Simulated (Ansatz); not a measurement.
MgS (charge +1), a ladder of basis sets

Program: Ansatz's Python interface.

The script reads `mgs.xyz`:
```text
2

Mg    0.00000    0.00000    0.00000
S     0.00000    0.00000    2.44000
```

Notebook, run cell by cell (the value of a cell's last expression is shown):

```python
import ansatz as az
```

```python
params = {
    "functional": "hf",
    "charge": 1,
}
```

```python
mol = az.Crystal.molecule_from_extxyz("mgs.xyz")
```

```python
calc = (
    mol.calculation()
    .functional(params["functional"])
    .charge(params["charge"])
    .spin("collinear", total=1)
)
```

```python
energies = {}
for basis in ["STO-3G", "6-31G", "6-31G*", "def2-SVP", "def2-SVPD", "def2-TZVP", "def2-TZVPP"]:
    r = calc.basis(gaussian=basis).run(threads=1).report
    size = r["n_frozen"] + r["n_occupied"][0] + r["n_virtual"][0]
    energies[basis] = (r["reference_energy_ev"] / 27.211386246, r["free_energy_ev"] / 27.211386246)
    print(f"{basis:14s} {size:4d} orbitals  reference {energies[basis][0]:14.6f} Ha  total {energies[basis][1]:14.6f} Ha")

last = energies["def2-TZVPP"][1]
for basis, (_, total) in energies.items():
    print(f"{basis:14s} lies {27.211386 * (total - last):9.4f} eV above def2-TZVPP")
```

    STO-3G           18 orbitals  reference    -590.135868 Ha  total    -590.135868 Ha
    6-31G            26 orbitals  reference    -596.829808 Ha  total    -596.829808 Ha
    6-31G*           38 orbitals  reference    -596.848451 Ha  total    -596.848451 Ha
    def2-SVP         36 orbitals  reference    -596.680841 Ha  total    -596.680841 Ha
    def2-SVPD        48 orbitals  reference    -596.685058 Ha  total    -596.685058 Ha
    def2-TZVP        69 orbitals  reference    -596.887767 Ha  total    -596.887767 Ha
    def2-TZVPP       74 orbitals  reference    -596.887835 Ha  total    -596.887835 Ha
    STO-3G         lies  183.7304 eV above def2-TZVPP
    6-31G          lies    1.5790 eV above def2-TZVPP
    6-31G*         lies    1.0717 eV above def2-TZVPP
    def2-SVP       lies    5.6326 eV above def2-TZVPP
    def2-SVPD      lies    5.5179 eV above def2-TZVPP
    def2-TZVP      lies    0.0019 eV above def2-TZVPP
    def2-TZVPP     lies    0.0000 eV above def2-TZVPP

Against STO-3G: 6-31G -6693.9 mHa, 6-31G* -6712.6 mHa, def2-SVP -6545.0 mHa, def2-SVPD -6549.2 mHa, def2-TZVP -6751.9 mHa and def2-TZVPP -6752.0 mHa. The last step alone is -0.07 mHa (these two sets differ little on atoms other than hydrogen).

Caveats:
- The drop along the ladder measures the basis error, and is no property of the molecule.
- The geometry is a force-field or estimated start, not a minimum of this method, and the last set is no limit. Much of the fall in a total is atomic energy, which cancels in bond and reaction energies.
- The species is open-shell (spin multiplicity 2).
- The expectation value of S² is noticeably off S(S+1) in at least one run, so that state is spin-contaminated.
- Totals across families of basis sets mostly measure their core functions.
- The spin state was assumed, and another may lie lower.
- Run time: 9.6 s on 1 thread of Intel(R) Xeon(R) Processor @ 2.30GHz (shared host), peak memory 0.25 GiB.
